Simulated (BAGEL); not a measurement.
# One shape, several levels: C2H4FNO (SMILES C/N=C(/O)F)

Wanted: a comparison of 4 runs (B3LYP/6-31G*, B3LYP/cc-pVDZ, PBE0/cc-pVDZ, RI-MP2/cc-pVDZ) of C2H4FNO. 

The calculation is run with BAGEL 1.2.2.

2 further runs of the same task are left out: 2 set aside as unsound or not needed.

**1. The system as given**

C2H4FNO: 9 atoms, total charge 0, spin state singlet. As SMILES, `C/N=C(/O)F`. The coordinates come from a PBE0-D4/def2-TZVP relaxation. This is one conformer, not always the lowest.

Bond lengths: C1–N2 1.441 Å, N2–C3 1.244 Å, C3–O4 1.328 Å, C3–F5 1.328 Å, C1–H6 1.093 Å, C1–H7 1.093 Å, C1–H8 1.094 Å, O4–H9 0.965 Å. Some angles: C1–N2–C3 121.0°, N2–C3–O4 125.4°, N2–C3–F5 126.3°, O4–C3–F5 108.4°, N2–C1–H6 109.1°, N2–C1–H7 109.1°, N2–C1–H8 114.1°, C3–O4–H9 106.2°, H6–C1–H7 107.0°, H6–C1–H8 108.6°.

**2. A single-point energy at B3LYP/6-31G(d) (density fitting with qzvpp-jkfit, spherical functions) (run 1)**

The input, job.json:

```json
{ "bagel" : [

{
  "title" : "molecule",
  "basis" : "6-31gs.json",
  "df_basis" : "qzvpp-jkfit",
  "angstrom" : true,
  "geometry" : [
    { "atom" : "C", "xyz" : [    1.128200,    0.409700,    0.602900 ] },
    { "atom" : "N", "xyz" : [    0.237000,   -0.519200,   -0.045400 ] },
    { "atom" : "C", "xyz" : [   -0.887500,   -0.159600,   -0.437800 ] },
    { "atom" : "O", "xyz" : [   -1.775900,   -0.939200,   -1.043000 ] },
    { "atom" : "F", "xyz" : [   -1.406500,    1.057900,   -0.326400 ] },
    { "atom" : "H", "xyz" : [    2.061600,    0.464500,    0.037400 ] },
    { "atom" : "H", "xyz" : [    1.378300,    0.031500,    1.597100 ] },
    { "atom" : "H", "xyz" : [    0.721900,    1.420000,    0.705400 ] },
    { "atom" : "H", "xyz" : [   -1.368600,   -1.811800,   -1.107200 ] }
  ]
},
{ "title" : "ks", "xc_func" : "b3lyp" },
{ "title" : "print", "file" : "orbitals.molden", "orbitals" : true }

]}
```

The basis set 6-31G* is read from a file made from the Basis Set Exchange's data (not shown).

On the command line:

```sh
$ BAGEL_NUM_THREADS=1 BAGEL job.json > job.out
```

Output:

```text
* using 1 threads per process

  ===============================================================
  ===============================================================

  *** Geometry ***

  { "atom" : "C", "xyz" : [      2.131989,      0.774221,      1.139316 ] },
  { "atom" : "N", "xyz" : [      0.447865,     -0.981146,     -0.085794 ] },
  { "atom" : "C", "xyz" : [     -1.677132,     -0.301600,     -0.827322 ] },
  { "atom" : "O", "xyz" : [     -3.355965,     -1.774831,     -1.970984 ] },
  { "atom" : "F", "xyz" : [     -2.657900,      1.999141,     -0.616807 ] },
  { "atom" : "H", "xyz" : [      3.895859,      0.877778,      0.070676 ] },
  { "atom" : "H", "xyz" : [      2.604610,      0.059526,      3.018082 ] },
  { "atom" : "H", "xyz" : [      1.364193,      2.683411,      1.333013 ] },
  { "atom" : "H", "xyz" : [     -2.586279,     -3.423806,     -2.092305 ] },

  Number of auxiliary basis functions:      453

  Since a DF basis is specified, we compute 2- and 3-index integrals:
    o Being stored without compression. Storage requirement is 0.022 GB

  Number of basis functions:       78
  Number of electrons      :       40

    * METHOD: MOLECULE                             0.31

  *** Kohn-Sham DFT ***

    * Removing 17037 points whose weight is below 1.00e-10
    * Grid points: 117117

  === Nuclear Repulsion ===
   181.1654126322

       - DIIS with orbital gradients will be used.

  === KS iteration (b3lyp / 6-31gs.json) ===
      0       -265.76881199          0.14915353           0.52
      1       -174.96788448          0.22313670           0.51
      2       -200.77458749          0.20882175           0.45
      3       -284.41260492          0.18673314           0.47
      4       -304.73146190          0.07504100           0.46
      5       -306.47992743          0.06733634           0.47
      6       -308.23414427          0.02001913           0.48
      7       -308.28097692          0.01771774           0.48
      8       -308.38619180          0.00872394           0.46
      9       -308.41085467          0.00228354           0.48
     10       -308.41319528          0.00037896           0.47
     11       -308.41325468          0.00014175           0.46
     12       -308.41326215          0.00005158           0.47
     13       -308.41326280          0.00002829           0.48
     14       -308.41326312          0.00000681           0.47
     15       -308.41326310          0.00000941           0.45
     16       -308.41326313          0.00000165           0.46
     17       -308.41326313          0.00000036           0.45
     18       -308.41326313          0.00000012           0.46
     19       -308.41326313          0.00000010           0.45
     20       -308.41326313          0.00000002           0.46
     21       -308.41326313          0.00000002           0.54
     22       -308.41326313          0.00000000           0.49
    * SCF iteration converged.

    * Permanent dipole moment:
           (   -0.251816,     0.237648,    -0.044137) a.u.

    * METHOD: KS                                  11.82

    * METHOD: PRINT                                0.02

  ===============================================================
```

Wall time 13 s (1 thread of Intel Xeon Platinum 8259CL at 2.50GHz (Skylake/Cascade Lake), shared host); peak memory 0.43 GiB.

**3. The energy at B3LYP/cc-pVDZ (density fitting with qzvpp-jkfit) (run 2)**

The input, input.json:

```json
{ "bagel" : [

{
  "title" : "molecule",
  "basis" : "cc-pvdz.json",
  "df_basis" : "qzvpp-jkfit",
  "angstrom" : true,
  "geometry" : [
    { "atom" : "C", "xyz" : [       1.128200,       0.409700,       0.602900 ] },
    { "atom" : "N", "xyz" : [       0.237000,      -0.519200,      -0.045400 ] },
    { "atom" : "C", "xyz" : [      -0.887500,      -0.159600,      -0.437800 ] },
    { "atom" : "O", "xyz" : [      -1.775900,      -0.939200,      -1.043000 ] },
    { "atom" : "F", "xyz" : [      -1.406500,       1.057900,      -0.326400 ] },
    { "atom" : "H", "xyz" : [       2.061600,       0.464500,       0.037400 ] },
    { "atom" : "H", "xyz" : [       1.378300,       0.031500,       1.597100 ] },
    { "atom" : "H", "xyz" : [       0.721900,       1.420000,       0.705400 ] },
    { "atom" : "H", "xyz" : [      -1.368600,      -1.811800,      -1.107200 ] }
  ]
},

{ "title" : "ks", "xc_func" : "b3lyp" },

{ "title" : "print", "file" : "orbitals.molden", "orbitals" : true }

]}
```

The basis set cc-pVDZ is read from a file made from the Basis Set Exchange's data (not shown).

On the command line:

```sh
$ BAGEL_NUM_THREADS=1 BAGEL input.json > input.out
```

Output:

```text
* using 1 threads per process

  ===============================================================
  ===============================================================

  *** Geometry ***

  { "atom" : "C", "xyz" : [      2.131989,      0.774221,      1.139316 ] },
  { "atom" : "N", "xyz" : [      0.447865,     -0.981146,     -0.085794 ] },
  { "atom" : "C", "xyz" : [     -1.677132,     -0.301600,     -0.827322 ] },
  { "atom" : "O", "xyz" : [     -3.355965,     -1.774831,     -1.970984 ] },
  { "atom" : "F", "xyz" : [     -2.657900,      1.999141,     -0.616807 ] },
  { "atom" : "H", "xyz" : [      3.895859,      0.877778,      0.070676 ] },
  { "atom" : "H", "xyz" : [      2.604610,      0.059526,      3.018082 ] },
  { "atom" : "H", "xyz" : [      1.364193,      2.683411,      1.333013 ] },
  { "atom" : "H", "xyz" : [     -2.586279,     -3.423806,     -2.092305 ] },

  Number of auxiliary basis functions:      453

  Since a DF basis is specified, we compute 2- and 3-index integrals:
    o Being stored without compression. Storage requirement is 0.029 GB

  Number of basis functions:       90
  Number of electrons      :       40

    * METHOD: MOLECULE                             0.32

  *** Kohn-Sham DFT ***

    * Removing 17037 points whose weight is below 1.00e-10
    * Grid points: 117117

  === Nuclear Repulsion ===
   181.1654126322

       - DIIS with orbital gradients will be used.

  === KS iteration (b3lyp / cc-pvdz.json) ===
      0       -264.62712901          0.11719115           0.68
      1       -174.75326625          0.19361176           0.48
      2       -200.34065865          0.19756370           0.53
      3       -286.53119533          0.10138093           0.53
      4       -298.92708818          0.10491046           0.55
      5       -303.87849973          0.06788716           0.72
      6       -308.14381326          0.02258967           0.58
      7       -308.10441447          0.02246951           0.55
      8       -308.30040235          0.01499563           0.51
      9       -308.41099988          0.00643209           0.52
     10       -308.43610509          0.00257845           0.62
     11       -308.44093870          0.00067103           0.54
     12       -308.44104475          0.00049158           0.50
     13       -308.44118842          0.00022024           0.52
     14       -308.44121744          0.00003442           0.51
     15       -308.44121819          0.00001617           0.51
     16       -308.44121829          0.00000976           0.55
     17       -308.44121835          0.00000320           0.50
     18       -308.44121836          0.00000183           0.50
     19       -308.44121836          0.00000065           0.64
     20       -308.44121836          0.00000034           0.50
     21       -308.44121836          0.00000010           0.50
     22       -308.44121836          0.00000006           0.51
     23       -308.44121836          0.00000003           0.51
     24       -308.44121836          0.00000001           0.50
     25       -308.44121836          0.00000001           0.50
    * SCF iteration converged.

    * Permanent dipole moment:
           (   -0.233082,     0.279555,    -0.024306) a.u.

    * METHOD: KS                                  15.16

    * METHOD: PRINT                                0.02

  ===============================================================
```

Run time: 16 s. Hardware: 1 thread of Intel Xeon Platinum 8259CL at 2.50GHz (Skylake/Cascade Lake), shared host; peak memory 0.48 GiB.

Run 3 isn't shown in full; the table further down has it.

**4. A single-point energy at RI-MP2/cc-pVDZ (density fitting with qzvpp-jkfit) (run 4)**

The input, mp2.json:

```json
{ "bagel" : [

{
  "title" : "molecule",
  "basis" : "cc-pvdz.json",
  "df_basis" : "qzvpp-jkfit",
  "angstrom" : true,
  "geometry" : [
    { "atom" : "C", "xyz" : [    1.128200,    0.409700,    0.602900 ] },
    { "atom" : "N", "xyz" : [    0.237000,   -0.519200,   -0.045400 ] },
    { "atom" : "C", "xyz" : [   -0.887500,   -0.159600,   -0.437800 ] },
    { "atom" : "O", "xyz" : [   -1.775900,   -0.939200,   -1.043000 ] },
    { "atom" : "F", "xyz" : [   -1.406500,    1.057900,   -0.326400 ] },
    { "atom" : "H", "xyz" : [    2.061600,    0.464500,    0.037400 ] },
    { "atom" : "H", "xyz" : [    1.378300,    0.031500,    1.597100 ] },
    { "atom" : "H", "xyz" : [    0.721900,    1.420000,    0.705400 ] },
    { "atom" : "H", "xyz" : [   -1.368600,   -1.811800,   -1.107200 ] }
  ]
},
{
  "title" : "hf"
},
{
  "title" : "mp2",
  "ncore" : 5
}

]}
```

The basis set cc-pVDZ is read from a file made from the Basis Set Exchange's data (not shown).

On the command line:

```sh
$ BAGEL_NUM_THREADS=1 BAGEL mp2.json > mp2.out
```

Output:

```text
* using 1 threads per process

  ===============================================================
  ===============================================================

  *** Geometry ***

  { "atom" : "C", "xyz" : [      2.131989,      0.774221,      1.139316 ] },
  { "atom" : "N", "xyz" : [      0.447865,     -0.981146,     -0.085794 ] },
  { "atom" : "C", "xyz" : [     -1.677132,     -0.301600,     -0.827322 ] },
  { "atom" : "O", "xyz" : [     -3.355965,     -1.774831,     -1.970984 ] },
  { "atom" : "F", "xyz" : [     -2.657900,      1.999141,     -0.616807 ] },
  { "atom" : "H", "xyz" : [      3.895859,      0.877778,      0.070676 ] },
  { "atom" : "H", "xyz" : [      2.604610,      0.059526,      3.018082 ] },
  { "atom" : "H", "xyz" : [      1.364193,      2.683411,      1.333013 ] },
  { "atom" : "H", "xyz" : [     -2.586279,     -3.423806,     -2.092305 ] },

  Number of auxiliary basis functions:      453

  Since a DF basis is specified, we compute 2- and 3-index integrals:
    o Being stored without compression. Storage requirement is 0.029 GB

  Number of basis functions:       90
  Number of electrons      :       40

    * METHOD: MOLECULE                             0.32

  *** RHF ***

  === Nuclear Repulsion ===
   181.1654126322

      * DIIS with orbital gradients will be used.

  === RHF iteration (cc-pvdz.json) ===
      0       -306.57421361          0.01687239           0.07
      1       -306.75375070          0.01097873           0.07
      2       -306.82467995          0.00151444           0.07
      3       -306.82696572          0.00055213           0.07
      4       -306.82723318          0.00015874           0.07
      5       -306.82728558          0.00009838           0.07
      6       -306.82729845          0.00003590           0.07
      7       -306.82730157          0.00000824           0.08
      8       -306.82730166          0.00000364           0.07
      9       -306.82730167          0.00000127           0.07
     10       -306.82730168          0.00000039           0.07
     11       -306.82730168          0.00000014           0.07
     12       -306.82730168          0.00000005           0.07
     13       -306.82730168          0.00000002           0.07
     14       -306.82730168          0.00000000           0.07
    * SCF iteration converged.

    * Permanent dipole moment:
           (   -0.307228,     0.274589,    -0.058055) a.u.

    * METHOD: HF                                   1.24

  *** RHF ***

  === Nuclear Repulsion ===
   181.1654126322

      * DIIS with orbital gradients will be used.

  === RHF iteration (cc-pvdz.json) ===
      0       -306.82730168          0.00000000           0.10
    * SCF iteration converged.

    * Permanent dipole moment:
           (   -0.307228,     0.274590,    -0.058055) a.u.

  === DF-MP2 calculation ===

    * freezing 5 orbitals
    * 3-index integral transformation done
    * assembly done

      MP2 correlation energy:   -0.8010746706      0.07

      MP2 total energy:       -307.6283763461

    * METHOD: MP2                                  0.31

  ===============================================================
```

Run time: 2.1 s. Hardware: 1 thread of Intel Xeon Platinum 8259CL at 2.50GHz (Skylake/Cascade Lake), shared host; peak memory 0.12 GiB.

**5. All runs side by side**

| run | level | frozen core orbitals | energy (Eh) | dipole moment (D) | HOMO energy (eV) | LUMO energy (eV) | wall time |
| --- | --- | --- | --- | --- | --- | --- | --- |
| 1 | B3LYP/6-31G* (density fitting with qzvpp-jkfit, spherical functions) | – | -308.413263 | 0.89 | -7.28 | 1.22 | 13 s |
| 2 | B3LYP/cc-pVDZ (density fitting with qzvpp-jkfit) | – | -308.441218 | 0.93 | -7.30 | 1.20 | 16 s |
| 3 | PBE0/cc-pVDZ (density fitting with qzvpp-jkfit) | – | -308.118985 | 0.93 | -7.58 | 1.46 | 13 s |
| 4 | RI-MP2/cc-pVDZ (density fitting with qzvpp-jkfit) | 5 | -307.628376 | – | – | – | 2.1 s |

**6. Summary of results**

| quantity | value |
| --- | --- |
| run 4: total energy | -307.62838 Eh |
| run 4: correlation energy (5 core orbitals frozen) | -801.1 mEh |

In words: Over runs 1, 2, 3 the dipole moment (its size) runs from 0.89 D (B3LYP/6-31G*) to 0.93 D (PBE0/cc-pVDZ). The two ends differ in method and basis. Over runs 1, 2, 3 the HOMO–LUMO gap runs from 8.49 eV (B3LYP/cc-pVDZ) to 9.04 eV (PBE0/cc-pVDZ). Totals of different functionals can't be ranked against each other. All runs together took 43 s, the longest 16 s.
